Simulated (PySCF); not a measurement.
Löwdin shares of the frontier orbitals

Compound: CO2.
Cartesian coordinates in Å at the GFN2-xTB level; atoms count from 1:
```xyz
3
CO2 angstrom
O     -1.1012    0.3644   -0.0061
C      0.0038    0.0698   -0.0042
O      1.1089   -0.2248   -0.0023
```

Method used: TDDFT wB97X-D/def2-SVPD, vertical, gas phase, core orbitals frozen in the response (PySCF 2.14.0, density-fitted response routines).

Frontier orbitals with the atoms that hold most of them (Löwdin shares over 4%, at most four atoms):

```
orbital  ε (eV)                   atoms
 HOMO-3  -17.07  C2 34%, O3 33%, O1 33%
 HOMO-2  -16.86  O1 43%, O3 43%, C2 15%
 HOMO-1  -12.77  O1 43%, O3 43%, C2 14%
   HOMO  -12.77  O1 43%, O3 43%, C2 14%
   LUMO    1.55  C2 70%, O3 15%, O1 15%
 LUMO+1    3.10  C2 39%, O3 31%, O1 31%
 LUMO+2    3.10  C2 39%, O3 31%, O1 31%
```

Within 0.005 eV of a neighbour in this list lie HOMO-1/HOMO and LUMO+1/LUMO+2 (point group found: D∞h).

Task: How does S1 compare with the orbital gap of 14.33 eV?

Result: S1 is at 9.20 eV (f = 0.0000), 5.13 eV below the gap, made of HOMO-1/HOMO→LUMO+1/LUMO+2 (99%). Its leading pair isn't HOMO and LUMO; the energies of that pair differ by 15.88 eV. Without the coupling terms of the response equations the lowest excitation would equal the gap.

Next come S2 at 9.34 eV (f 0.0000), HOMO-1/HOMO→LUMO (≥94%); S3 at 9.34 eV (f 0.0000), HOMO-1/HOMO→LUMO (≥94%); S4 at 9.52 eV (f 0.0000), HOMO-1/HOMO→LUMO+1/LUMO+2 (99%); S5 at 9.52 eV (f 0.0000), HOMO-1/HOMO→LUMO+1/LUMO+2 (99%).

Orbitals of the list HOMO-3 to LUMO+2 that lie within 0.01 eV of each other are written together with a slash and their weights summed (≥ marks a lower bound); for degenerate orbitals outside that list single weights are arbitrary.
